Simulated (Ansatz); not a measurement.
# H₂ClO (doublet): the correlation ladder at distance O1–H3 along a hydrogen transfer = 1.581 Å, cc-pVDZ

One table from this session's results is given with a row withheld; the runs are named, their logs left out.

Method: cc-pVDZ, core rule «outside noble gas», up to 6 orbitals frozen; program: Ansatz 0.2.0, Gaussian basis.

Plan: UHF; CCSD(T) on ROHF; CCSD(T) on UHF; BCCD(T) on ROHF; CISD; CCSDT(Q) on ROHF; CCSDT(Q) on UHF; CASSCF and MRCISD+Q, 3 electrons in 3 orbitals; CASSCF and NEVPT2, 3 electrons in 3 orbitals.

11 further runs of the same task are left out: 3 for a known fault of the program, 1 for a mislabelled method, 7 that didn't finish.

## The geometry

The geometry derives from fragments relaxed apart (PBE0/def2-TZVP) and kept rigid, so it is no stationary point. A hydrogen atom is moved between rigid fragments.

4 atoms, charge 0, spin multiplicity 2.

Atoms are counted from 1 here; the program's logs count them from 0.

Bond lengths: O1–H2 0.960 Å, H3–Cl4 1.350 Å.

Set-up of the first run:

Contents of in.yaml:

```yaml
crystal:
  periodic: [false, false, false]
  atoms:
    - {symbol: O, position_ang: [-1.065673, -0.231644, 0.000000]}
    - {symbol: H, position_ang: [-1.314982, 0.694932, 0.000000]}
    - {symbol: H, position_ang: [0.515327, -0.231644, 0.000000]}
    - {symbol: Cl, position_ang: [1.865327, -0.231644, 0.000000]}
basis:
  gaussian: {orbitals: cc-pVDZ}
magnetization: {spin_polarized: true, initial_magnetization: 1}
hamiltonian: {xc: hf}
output: {orbitals: {seedname: orbitals}}
```

Run with:

```
$ ansatz run in.yaml --threads 1 --pin off --events-out ev --progress --plain --max-ram 2393MiB
```

Among the steps run: UHF; CCSD(T) on ROHF; CCSD(T) on UHF; BCCD(T) on ROHF; CISD; CCSDT(Q) on ROHF; CCSDT(Q) on UHF; CASSCF and MRCISD+Q, 3 electrons in 3 orbitals; CASSCF and NEVPT2, 3 electrons in 3 orbitals.

One of the session's tables, all rows but one given; the rest of the session is left out.

| method | from UCCSDT(Q) (meV) |
| --- | --- |
| ROHF | +9271.9 |
| UHF | +9161.4 |
| RMP2 | +957.2 |
| UMP2 | +957.5 |
| CISD | +860.1 |
| RCCSD | +163.1 |
| UCCSD | +161.7 |
| RCCSD(T) | +28.7 |
| UCCSD(T) | +28.0 |
| BCCD(T) | +28.4 |
| RCCSDT | ? |
| UCCSDT | +14.9 |
| RCCSDT(Q) | +0.9 |
| UCCSDT(Q) | 0 |
| CASSCF pair | +8662.6 |
| NEVPT2 pair | +890.3 |
| MRCISD pair | +760.1 |
| MRCISD+Q pair | +54.4 |

**Question.** Estimate the row for RCCSDT.

As computed: from UCCSDT(Q) (meV): +15.6. In the column «from UCCSDT(Q) (meV)» it lies between UCCSDT (+14.9) and UCCSD(T) (+28.0).

To keep in mind: Restricted and unrestricted rows rest on different reference determinants; where their highest levels disagree by more than a few hundredths of an eV, they describe different states and don't form one ladder.
